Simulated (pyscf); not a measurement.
**Addition across a multiple bond or ene-type step: H₂C=NH + HC≡CH -> H₂C=CH–CH=NH**

Gas phase, singlet surface, charge 0. Bonds broken: C1–H3. Bonds formed: C1–C6, H3–C7. Single points on ωB97X-D3(BJ)/def2-SVP structures (PySCF, gas phase). Correlated levels are frozen-core, on RHF or UHF. ΔMP2 is the change of the MP2 total energy from the triple- to the quadruple-zeta basis.

Transition state (Å):

```xyz
9

C     -1.2644    -0.1602    -0.0648
N     -1.8667     0.3766     0.9718
H     -0.2430    -0.8012     0.0752
H     -1.6963    -0.8163    -0.8447
H     -1.7410    -0.2182     1.7946
C     -0.5722     0.9448    -1.0685
C      0.5753     0.4333    -0.9295
H     -1.1496     1.7590    -1.5030
H      1.6371     0.2284    -0.9052
```

One imaginary mode, 1210i cm⁻¹; descent along it reached the two sides named, in the forms told below.

```tsv
bond	change	reactant side (Å)	saddle	product side
C1–H3	breaks	1.105	1.214	2.7
C1–C6	forms	3.6	1.645	1.475
H3–C7	forms	5.7	1.790	1.100
```

Electronic energies relative to the separated reactants (kJ/mol):

```csv
level,barrier,reaction energy,reverse barrier
ωB97X-D3(BJ)/def2-TZVP,283.5,-206.5,490.0
PBE/def2-TZVP,203.4,-209.2,412.6
r²SCAN/def2-TZVP,221.1,-213.5,434.6
B3LYP-D3(BJ)/def2-TZVP,258.1,-200.8,458.9
PBE0-D3(BJ)/def2-TZVP,232.8,-222.1,454.9
M06-2X/def2-TZVP,280.1,-193.2,473.3
ωB97M-D3(BJ)/def2-TZVP,284.9,-194.5,479.4
HF/def2-TZVP,404.7,-176.6,581.3
MP2/def2-QZVPP,273.6,-187.2,460.8
CCSD/def2-TZVPP,308.4,-185.5,494.0
CCSD(T)/def2-TZVPP,272.6,-187.8,460.3
CCSD(T)/def2-TZVPP + ΔMP2(QZVPP),268.6,-188.2,456.8
```

With CCSD(T)/def2-TZVPP + ΔMP2(QZVPP) energies and thermal terms (ideal gas, 1 atm, RRHO with modes under 100 cm⁻¹ raised to 100, one conformer, R ln 2 for rigid chiral ones), in kJ/mol:

| T (K) | ΔH‡ | ΔG‡ | ΔH | ΔG |
|---|---|---|---|---|
| 298 | 260.6 | 303.1 | -175.3 | -131.9 |
| 600 | 261.1 | 346.3 | -176.4 | -87.3 |
| 900 | 263.2 | 388.4 | -174.8 | -43.0 |
| 1200 | 265.5 | 429.8 | -172.1 | +0.5 |

On the reactant side the descent ends in a complex (not fully relaxed), 17.5 kJ/mol under the separated species and 301.0 kJ/mol under the saddle at ωB97X-D3(BJ)/def2-TZVP. H₂C=CH–CH=NH lies 89.5 kJ/mol over its isomer H₃C–CH₂–C≡N, and others may lie lower still (electronic energy, ωB97M-D3(BJ)). One saddle was located; it need not be the lowest between these sides. A restricted solution here is unstable towards spin polarisation, so biradical character is likely and single-reference numbers are less safe. The CCSD(T) − MP2 part came from Ansatz, without density fitting, on the same reference. The largest closed-shell T1 diagnostic is 0.041, which may signal static correlation.
